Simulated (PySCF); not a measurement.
Magnetisability: `C/C=C(/F)CO`, C4H7FO

Geometry (Å), atoms numbered from 1 in this order:
```xyz
13

C    -1.737   -0.572   -0.516
C    -1.058    0.569    0.158
C     0.252    0.706    0.287
F     0.733    1.820    0.909
C     1.355   -0.218   -0.157
O     1.115   -1.574    0.138
H    -2.313   -0.203   -1.364
H    -2.434   -1.048    0.172
H    -1.022   -1.310   -0.863
H    -1.693    1.346    0.562
H     1.472   -0.174   -1.245
H     2.292    0.127    0.304
H     0.992   -1.673    1.089
```

Theory: GIAO KT3/pcSseg-1 magnetisability, rotational g tensor and spin-rotation constants, non-relativistic, gas phase (PySCF 2.14.0). Geometry: GFN2-xTB, dihedral held. The dihedral F4–C3–C5–O6 is held at 135°.

Q: What are the magnetisability and the molar susceptibility?

A: Isotropic -854 × 10⁻³⁰ J/T², or -51.4 × 10⁻⁶ cm³/mol; principal values -940, -863, -759 × 10⁻³⁰ J/T², anisotropy 157 × 10⁻³⁰ J/T² (root of half the summed squared differences of the principal values). The susceptibility is in cgs units.

Q: Split it along the inertial axes a, b, c into diamagnetic and paramagnetic parts about the centre of mass, with the quadrupole moment.

A: 
```csv
axis,χ (10⁻⁶ cm³/mol),diamagnetic (10⁻⁶ cm³/mol),paramagnetic (10⁻⁶ cm³/mol),summed x² of all electrons (Å²),quadrupole Θ (D Å)
a,-54.8,-394.5,339.7,82.6,-4.62
b,-46.9,-411.3,364.3,78.6,+0.46
c,-52.5,-684.0,631.5,14.4,+4.16
```
Anisotropies 2χaa − χbb − χcc = -10.2 and 2χbb − χaa − χcc = +13.4 × 10⁻⁶ cm³/mol. Θ is traceless in Buckingham's convention.

Q: And the rotational g tensor?

A: 
```tsv
axis	rotational constant (GHz)	g	nuclear part	electronic part
a	3.7721	-0.0105	0.5915	-0.6020
b	3.4563	-0.0272	0.5643	-0.5916
c	1.9344	-0.0122	0.5617	-0.5739
```
Asymmetric top; isotopes 12C, 19F, 1H, 16O; no vibrational averaging.
